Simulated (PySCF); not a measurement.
**NaN from Hartree–Fock to correlated methods**

State: ³Σ⁻ (triplet), unpaired electrons π ↑↑. Set-up: basis Na 3-21G, N 3-21G; no relativity; PySCF 2.14. De refers to Na + N in their high-spin ground configurations, without counterpoise correction. The functionals are run spin-unrestricted. A positive dipole means Na(−)N(+). Levels whose curve was spin-contaminated or gave no clean fit are not listed.

```
       Level  Re (Å)  ωe (cm⁻¹)  De (eV)  μ (D)
        ROHF   2.219        435    -1.21  -7.77
    ROHF-MP2   2.264        388   -0.255    n/a
ROHF-SCS-MP2   2.275        377   -0.189    n/a
   ROHF-CCSD   2.473        198    0.199    n/a
ROHF-CCSD(T)   2.465        214    0.305    n/a
```

What does second-order correlation do here, going from ROHF to ROHF-MP2?

ROHF-MP2 less ROHF: +4.5 pm in Re, -10.8 % in ωe, +0.95 eV in De. Correlation nearly always deepens the well. The bond lengthens, as in strong covalent bonds, where excitations into antibonding orbitals dominate.

What does all correlation do here, going from ROHF to ROHF-CCSD(T)?

ROHF-CCSD(T) less ROHF: +24.6 pm in Re, -50.8 % in ωe, +1.51 eV in De. Correlation nearly always deepens the well. The bond lengthens, as in strong covalent bonds, where excitations into antibonding orbitals dominate.

Correlated steps freeze 2 core orbitals. The bond is weak. Basis-set superposition, not corrected here, can be much of De in a small basis, most of all at correlated wavefunction levels. The CCSD T1 diagnostic is raised, a sign that a single reference may not be enough here. 3-21G is very small, so such numbers show the basis as much as the molecule. UHF is strongly spin-contaminated for NaN, so the ROHF reference used there is far from stable. A negative De means that the minimum lies above the separated atoms at that level. The state is the lowest determinant that a PBE0 search found; another state may lie lower at other levels.
